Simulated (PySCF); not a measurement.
## Spin–spin coupling constants

Cartesian coordinates in Å; atom numbers follow the order of the lines, from 1:
```xyz
10

C     1.620    0.305   -0.859
C     0.735   -0.079    0.071
C    -0.706    0.064   -0.065
C    -1.596   -0.323    0.859
H     1.293    0.763   -1.798
H     2.695    0.178   -0.714
H     1.094   -0.533    1.002
H    -1.064    0.523   -0.996
H    -2.670   -0.192    0.706
H    -1.276   -0.784    1.799
```

Method: B3LYP/pcJ-1 (without the spin–dipole term)//PBE0-D3(BJ)/def2-SVP, PySCF 2.14; isolated molecule, single conformer, non-relativistic. Couplings are averaged over pairs made equivalent by symmetry, fast rotation or ring inversion, so a value needn't be that of the named pair in this geometry, while other rotamers aren't included; one pair stands for each set, and the list holds those of at least 1.5 Hz over up to four bonds.

Isotopes: 13C, 1H.

```tsv
pair	bonds	J (Hz)
C1, C2	1	76.5
C1, H5	1	165.5
C1, H6	1	170.6
C2, C3	1	?
C2, H7	1	?
C2, H5	2	-2.0
C2, H8	2	5.2
H5, H6	2	1.8
C1, C4	3	?
C1, H8	3	?
C2, H9	3	14.3
C2, H10	3	?
H5, H7	3	18.2
H6, H7	3	11.4
H7, H8	3	11.7
C1, H10	4	-1.6
```

**Question.** Estimate the withheld couplings, with signs.

**Answer.** 
- 1J(C2,C3) = 58.7 Hz (bond length 1.454 Å)
- 1J(C2,H7) = 159.9 Hz (bond length 1.097 Å, sp2 carbon)
- 3J(C1,C4) = 8.6 Hz (dihedral angle 180°)
- 3J(C1,H8) = 5.5 Hz (dihedral angle 0°)
- 3J(C2,H10) = 9.7 Hz (dihedral angle 0°)
